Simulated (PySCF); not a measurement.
F2: from constants to spectrum

RHF-CCSD(T) constants of F2, ¹Σg⁺ (singlet), closed shell (F 3-21G; no relativity (PySCF 2.14); masses 18.9984 and 18.9984 u):

| Property | Result |
| --- | --- |
| ωe | 910.1 cm⁻¹ |
| ωexe | 13.0 cm⁻¹ |
| Be | 0.7918 cm⁻¹ |
| αe | 0.0111 cm⁻¹ |
| De to F + F | 1.53 eV |

**Question.** What force constant and bond length do these constants imply?

**Answer.** Reduced mass μred = 9.4992 u; k = 5.8918×10⁻⁷·μred·ωe² (u, cm⁻¹, mdyn/Å) = 4.64 mdyn/Å; Re = √(16.8576/(μred·Be)) (u, cm⁻¹, Å) = 1.497 Å.

**Question.** Estimate the centrifugal constant D from the Kratzer relation and find the Dunham coefficient a1.

**Answer.** D = 4Be³/ωe² = 2.4e-06 cm⁻¹; a1 = −1 − αeωe/(6Be²) = -3.69.

Correlated steps freeze 2 core orbitals. Where the molecule has an RHF reference, its open-shell atoms are computed with UHF. 3-21G is very small, so such numbers show the basis as much as the molecule.
